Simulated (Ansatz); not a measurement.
Process, species as SMILES: ClB(Cl)Cl → B atom + 3 Cl atom
B3LYP-D3(BJ)/def2-TZVP geometries, fixed; electronic energies without zero-point terms.

Basis-set convergence of the atomisation energy at PBE0 with Ansatz (an electronic-structure program). All functions are spherical. The program fits the integrals of some runs and decomposes those of others, by size. Open shells are unrestricted. No added dispersion term, no relativity. Functions are those of the species that has most. Reference: the value in pcseg-4, 329.22 kcal/mol, itself unsure by roughly 0.03 kcal/mol (its mean distance from aug-pcseg-3, aug-cc-pV(Q+d)Z, cc-pV(5+d)Z). Deviations are taken from unrounded values.

```
basis            functions  atomisation energy (kcal/mol)  minus reference (kcal/mol)
---------------  ---------  -----------------------------  --------------------------
pcseg-0                 48                         286.62                      -42.61
pcseg-1                 68                         320.59                       -8.63
cc-pV(D+d)Z             83                         327.77                       -1.46
aug-cc-pV(D+d)Z        119                         327.36                       -1.86
pcseg-2                132                         328.64                       -0.58
cc-pV(T+d)Z            147                         329.09                       -0.13
jun-cc-pV(T+d)Z        183                         328.83                       -0.39
aug-cc-pV(T+d)Z        211                         328.73                       -0.49
cc-pV(Q+d)Z            247                         329.27                        0.04
pcseg-3                252                         329.28                        0.06
aug-cc-pV(Q+d)Z        347                         329.22                        0.00
cc-pV(5+d)Z            391                         329.31                        0.08
pcseg-4                416                         329.22                        0.00
```

The smallest set listed that lies within 4 kcal/mol of the reference with all its larger relatives (same family, alike in diffuse functions; a set with none counts only in the reference's own line) is cc-pV(D+d)Z (83 functions, -1.46 kcal/mol off).
